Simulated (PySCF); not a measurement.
# Working out the ionisation energy of Ar

Ar [Ar] (1S) → Ar⁺ [Ne] 3s2 3p5 (2P). All numbers are calculated (PySCF 2.14, the non-relativistic Hamiltonian (point nucleus), in def2-SVP (4s3p1d, 18 functions)). Frozen: [Ne]. Energies in hartree (1 hartree = 27.21139 eV):

```tsv
part	Ar (lower)	Ar⁺ (upper)
UHF	-526.623385	-526.086378
CCSD correlation	-0.152397	-0.130608
(T)	-0.000715	-0.000886
```

Question: What does Hartree-Fock give?

Answer: (-526.086378) − (-526.623385) = 0.537007 hartree = 14.613 eV.

Question: What do CCSD and CCSD(T) give?

Answer: The CCSD correlation energies differ by 0.021789 hartree = 0.593 eV and the triples by -0.000171 hartree = -0.005 eV, so CCSD gives 15.206 eV and CCSD(T) 15.201 eV.

Measured between the centres of the two terms (NIST): 15.819 eV, so CCSD(T) (valence) is off by -0.618 eV.

A double-zeta basis recovers only part of the correlation energy.

What remains against the reference includes basis incompleteness, the frozen core and higher excitations.
